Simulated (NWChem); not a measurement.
# CH cation, singlet

```xyz
2

C      0.0000     0.0000    -0.1450
H      0.0000     0.0000     1.0022
```
Atoms are numbered in this order, from 1.

Low-valent species are run as closed-shell singlets; no triplet was tried in these runs. The geometry was optimised at PBE0/def2-SVP.

**Question.** List the 6 lowest vertical singlet excitations from B3LYP/aug-cc-pVDZ, full TDDFT (NWChem).

**Answer.** 
| state | energy (eV) | oscillator strength | leading excitation (squared amplitude) |
|---|---|---|---|
| S1 | 2.80 | 0.005 | HOMO → LUMO (1.02) |
| S2 | 2.80 | 0.005 | HOMO → LUMO+1 (1.02) |
| S3 | 12.38 | 0.272 | HOMO → LUMO+2 (0.95) |
| S4 | 13.35 | 0.175 | HOMO−1 → LUMO (0.94) |
| S5 | 13.35 | 0.175 | HOMO−1 → LUMO+1 (0.94) |
| S6 | 15.17 | 0.003 | HOMO → LUMO+4 (0.97) |
